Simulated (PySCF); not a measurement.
nitrous oxide (N2O), SMILES N#[N+][O-]. Atoms are numbered in the order given.

```xyz
3

N      0.0000     0.0000    -1.1894
N      0.0000     0.0000    -0.0713
O      0.0000     0.0000     1.1031
```

Geometry: PBE0-D3(BJ)/def2-TZVP.

Computed with PBE/def2-TZVPD (PySCF).

Gas-phase values at a fixed geometry.

Computed frontier levels, gap, dipole moment and polarisability:
```yaml
highest_occupied_level: -8.38 eV
lowest_empty_level: -1.37 eV
orbital_gap: 7.01 eV
dipole_moment: 0.16 D
quadrupole, principal values (traceless, Buckingham form, about the centre of nuclear charge): -3.82, 1.91, 1.91 D·Å
mean_static_polarisability: 19.5 bohr³ (2.88 Å³)
polarisability_principal_values: 13.3, 13.3, 31.7 bohr³
```
